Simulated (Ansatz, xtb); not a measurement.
## C3H4ClFO: which of two isomers lies lower

Structure X: `F[C@@H]1OC[C@H]1Cl`, a singlet. Structure Y: `F[C@@H]1OC[C@@H]1Cl`, a singlet. Both are isolated molecules in the gas phase, relaxed with PBE-D3(BJ)/def2-SVP.

X (Å):

```csv
atom,x (Å),y (Å),z (Å)
C,-0.7510,-0.9297,-0.4486
C,0.8333,0.3834,-0.6465
C,0.2840,-0.7182,-1.5688
Cl,1.3564,-2.0805,-1.9760
F,-2.0536,-0.7858,-0.8423
O,-0.2858,0.2064,0.2563
H,-0.6734,-1.8785,0.1320
H,0.8832,1.4109,-1.0657
H,1.8037,0.1201,-0.1743
H,-0.1956,-0.3499,-2.4949
```

Y (Å):

```xyz
10

C     0.7804    0.9878   -0.3928
C     1.2066   -1.0264   -0.5798
C     1.6156    0.1910   -1.4255
Cl    3.3400    0.5837   -1.5839
F     1.5453    1.6442    0.5367
O     0.2299   -0.2061    0.1161
H     0.0058    1.7009   -0.7533
H     2.0109   -1.3933    0.0933
H     0.7340   -1.8769   -1.1129
H     1.1591    0.2013   -2.4329
```

Energies in hartree; the thermal terms are from PBE-D3(BJ)/def2-SVP harmonic frequencies (ideal gas, rigid rotor, one conformer each, 298.15 K, 1 atm) and include the zero-point energy:

```
                              X           Y
E, CCSD(T)/def2-SVP  −750.289247  −750.288427
    E, MP2/def2-SVP  −750.218190  −750.217425
  E, MP2/def2-TZVPP  −750.985635  −750.984534
  zero-point energy     0.068245     0.068485
       H(298 K) − E     0.074838     0.074979
       G(298 K) − E     0.037814     0.038380
```

Correct the CCSD(T) difference for the basis set by the MP2 change, then work out ΔE, ΔE₀, ΔH and ΔG for X → Y in kJ/mol (1 Eh = 2625.50 kJ/mol) and the equilibrium ratio [Y]/[X].

1. Differences Y − X: CCSD(T) +0.000820, MP2 in the small set +0.000765, MP2 in the large set +0.001101 Eh.
2. ΔE = +0.000820 + (+0.001101 − (+0.000765)) = +0.001156 Eh = +3.04 kJ/mol.
3. ΔE₀ = ΔE + ΔZPE = +0.001156 + (+0.000240) Eh = +3.67 kJ/mol.
4. ΔH = ΔE + (+0.000141) Eh = +3.41 kJ/mol.
5. ΔG = ΔE + (+0.000566) Eh = +4.52 kJ/mol, so ΔS = (ΔH − ΔG)/T = −3.7 J/(mol K).
6. kT = 0.9442 mEh, so K = [Y]/[X] = exp(−ΔG/kT) = exp(−1.82) ≈ 0.16.

The sums favour X, but ΔE leans on the basis-set step (CCSD(T) alone has the other sign or is under 1 kcal/mol), so the order isn't settled. An error of 4 kJ/mol in ΔG would change K by a factor of 5. Mirror images and further conformers aren't counted.

As drawn, both hold the same kinds of bond in the same numbers.

Other levels gave ΔE = +9.8 (GFN2-xTB); +2.8 (HF/STO-3G, GFN2-xTB geometries); +1.9 (r2SCAN-D4/def2-SVP, GFN2-xTB geometries); +3.2 (PBE-D3(BJ)/def2-SVP); +4.9 (HF/def2-SVP); +2.0 (MP2/def2-SVP); +2.2 (CCSD(T)/def2-SVP) kJ/mol. The correlated steps freeze 10 core orbitals. Programs: Ansatz 0.2.0, xtb 6.7.1.
